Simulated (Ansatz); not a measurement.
Born–Oppenheimer molecular dynamics of CH6BCl (9 atoms, charge 0, multiplicity 1). It starts at the highest image of a converged band, a first-order saddle point between two minima.

The calculation used RKS B3LYP/def2-SVP (Ansatz).

```yaml
ensemble: NVE (velocity Verlet)
time_step: 0.5 fs
steps_asked: 200
starting_velocities_drawn_for: 100 K
seed: 10873
```

First frame:

```xyz
9
Properties=species:S:1:pos:R:3
B 0.026 0.329 -0.049
Cl 0.130 0.139 2.136
C 1.415 -0.044 -0.679
H 1.601 -1.128 -0.613
H 1.395 0.213 -1.754
H 2.268 0.483 -0.224
H -1.028 -0.177 -0.317
H -0.150 1.605 0.084
H -0.057 1.251 1.113
```

Question: What does the run give?

Answer: All steps were run.

```yaml
steps_done: 200
time_covered: 100 fs
mean_temperature_over_the_second_half: 398 K
spread_of_the_potential_energy_over_the_second_half: 3.1 meV per atom
mean_potential_energy_of_the_second_half_above_the_start: -29.9 meV per atom
```

The conserved energy stayed within 0.065 meV per atom of its start (net change 0.046 meV per atom), so the integration is sound. The kinetic energy rose, since the run started high on the potential surface and went downhill. It ends in pieces (CH5B + ClH), so much of that is their flight and rotation, not heat. A run of 0.1 ps of so small a system gives no equilibrium averages. The orbitals stay closed-shell, which can raise the energy where a bond breaks towards radicals; this wasn't checked here.

Question: What happens to the structure?

Answer: Between its relaxed ends the band would form B1–H8, Cl2–H9 and break B1–Cl2, H8–H9. These pairs go: B1–H8 1.29 → 1.23 Å, Cl2–H9 1.52 → 1.30 Å, B1–Cl2 2.20 → 3.61 Å, H8–H9 1.09 → 5.26 Å. In the last frame they stand as after the step (other bonds may differ from the relaxed reactants and products). It ends as CH5B + ClH. Pairs count as bonded within 1.25 times the sum of covalent radii (0.12 Å more for H–H). The details hang on the random start.

Question: How do temperature and energy run in time?

Answer: 
| time (fs) | T (K) | potential energy less start (eV) | conserved less start (meV/atom) |
| --- | --- | --- | --- |
| 0.0 | 100 | 0.000 | 0.00 |
| 3.0 | 51 | 0.044 | 0.06 |
| 6.0 | 57 | 0.039 | 0.02 |
| 9.0 | 48 | 0.047 | 0.05 |
| 12.0 | 78 | 0.020 | 0.02 |
| 15.0 | 52 | 0.044 | 0.04 |
| 18.0 | 59 | 0.037 | 0.04 |
| 21.0 | 94 | 0.006 | 0.03 |
| 24.0 | 131 | -0.028 | 0.04 |
| 27.0 | 159 | -0.053 | 0.03 |
| 30.0 | 204 | -0.094 | 0.04 |
| 33.0 | 259 | -0.144 | 0.03 |
| 36.0 | 304 | -0.184 | 0.03 |
| 39.0 | 322 | -0.200 | 0.04 |
| 42.0 | 357 | -0.232 | 0.03 |
| 45.0 | 412 | -0.282 | 0.03 |
| 48.0 | 443 | -0.310 | 0.02 |
| 51.0 | 449 | -0.315 | 0.03 |
| 54.0 | 440 | -0.307 | 0.04 |
| 57.0 | 462 | -0.328 | 0.02 |
| 60.0 | 429 | -0.297 | 0.04 |
| 63.0 | 414 | -0.283 | 0.03 |
| 66.0 | 386 | -0.259 | 0.05 |
| 69.0 | 413 | -0.283 | 0.01 |
| 72.0 | 380 | -0.253 | 0.05 |
| 75.0 | 374 | -0.248 | 0.03 |
| 78.0 | 380 | -0.253 | 0.04 |
| 81.0 | 402 | -0.273 | 0.03 |
| 84.0 | 391 | -0.263 | 0.03 |
| 87.0 | 357 | -0.232 | 0.05 |
| 90.0 | 379 | -0.252 | 0.02 |
| 93.0 | 367 | -0.241 | 0.05 |
| 96.0 | 385 | -0.258 | 0.02 |
| 99.0 | 357 | -0.232 | 0.06 |

The run took 7.2 min on 1 thread of Arm Neoverse V2, on a shared host, peak memory 0.16 GiB.
